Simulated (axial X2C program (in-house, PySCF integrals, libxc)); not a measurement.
## Working with the constants of MgF²⁺

A bond curve at the PBE0 level, with spin–orbit coupling, was computed with an in-house all-electron X2C program for linear molecules (integrals from PySCF) (basis Mg dyall-v3z [9s8p5d3f], F dyall-v3z [6s5p2d1f] (cores contracted in-house)) for the state Ω = 3/2 (⟨Sz⟩ = 0.50, ⟨Lz⟩ = 1.00 at PBE0). Its fit gives Re = 2.0790 Å, ωe = 349.8 cm⁻¹, ωexe = 4.45 cm⁻¹ and αe = 6.016e-03 cm⁻¹; the masses are 23.9850 and 18.9984 u. Two-component means X2C with spin–orbit coupling and atomic mean-field Coulomb and Gaunt terms.

(1) Find the reduced mass, Be and the force constant.

(2) A Morse curve ties αe to the other constants (Pekeris). How well does that hold?

(3) Estimate De from a Morse curve and compare with the computed well depth of 0.769 eV to Mg2+ + F.

(4) Estimate the centrifugal constant by the Kratzer relation.

(5) Where do the fundamental and the first overtone lie?

One determinant describes the state; a PBE0 search over occupations chose it and may have missed a lower one. Dissociation energies refer to the lowest single-determinant-based atoms at the same level and basis. Density functionals use the spin component along the axis (collinear). In 2c an atomic determinant is not the ground J level, so De misses part of the atomic spin–orbit lowering. This holds for PBE0. Without a current term, density functionals place determinants with orbital angular momentum somewhat too high. For this dication the limit is the doubly charged atom plus the neutral one, which is not the lowest limit. The atomic limit has a lower orbital projection than the molecule and lies lower at mean-field level, so De may be about a tenth of an eV too small.

## Answers

(1) From the PBE0 values: μ = 10.6012 u. Be = 16.8576/(μ Re²) = 0.3679 cm⁻¹. k = 5.8918×10⁻⁷ μ ωe² = 0.764 mdyn/Å.

(2) αe(Morse) = 6Be²/ωe × (√(ωexe/Be) − 1) = 5.753e-03 cm⁻¹; the PBE0 curve gives 6.016e-03 cm⁻¹, a ratio of 0.96.

(3) De(Morse) = ωe²/(4ωexe) = 0.852 eV against 0.769 eV computed, a ratio of 1.11. For De the Morse form works well here.

(4) D = 4Be³/ωe² = 1.63e-06 cm⁻¹.

(5) ν(1←0) = ωe − 2ωexe = 340.9 cm⁻¹; ν(2←0) = 2ωe − 6ωexe = 672.9 cm⁻¹.
